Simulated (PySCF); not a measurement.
# Basis-set dependence of O₂ at CCSD

PySCF, UHF reference; triplet, unpaired electrons π ↑↑; De to O + O without counterpoise correction. Frozen cores follow the default of each basis and core potential.

```json
{"basis": "STO-3G", "relativity": "no relativity", "functions": "10", "Re (Å)": "1.284", "ωe (cm⁻¹)": "1669", "De (eV)": "n/a", "frozen orbitals": "2"}
{"basis": "def2-SVP", "relativity": "no relativity", "functions": "28", "Re (Å)": "1.198", "ωe (cm⁻¹)": "1713", "De (eV)": "4.49", "frozen orbitals": "2"}
{"basis": "pcseg-2", "relativity": "no relativity", "functions": "60", "Re (Å)": "1.202", "ωe (cm⁻¹)": "1665", "De (eV)": "4.62", "frozen orbitals": "2"}
{"basis": "def2-TZVPP", "relativity": "no relativity", "functions": "62", "Re (Å)": "1.200", "ωe (cm⁻¹)": "1667", "De (eV)": "4.62", "frozen orbitals": "2"}
{"basis": "def2-TZVPPD", "relativity": "no relativity", "functions": "80", "Re (Å)": "1.201", "ωe (cm⁻¹)": "1664", "De (eV)": "4.62", "frozen orbitals": "2"}
```

(1) How does each smaller set differ from the one with most functions, def2-TZVPPD?

Measured (Huber and Herzberg, Constants of Diatomic Molecules (1979)): Re = 1.20752 Å, ωe = 1580.193 cm⁻¹. Correlated steps freeze 2 core orbitals. Correlated levels converge slowly with the basis: in double zeta they bind strong bonds too weakly, by up to about 1 eV, and carry superposition errors of some tenths. STO-3G is very small, so such numbers show the basis as much as the molecule. The state was picked by a PBE0 search and need not be the measured ground state.

Answers

(1) STO-3G: +8.3 pm, +0.3 % in ωe; def2-SVP: -0.3 pm, +2.9 % in ωe, -0.13 eV in De; pcseg-2: +0.1 pm, +0.1 % in ωe, +0.00 eV in De; def2-TZVPP: -0.1 pm, +0.2 % in ωe, +0.00 eV in De. All at CCSD; the set with most functions is neither the basis-set limit nor always the best.
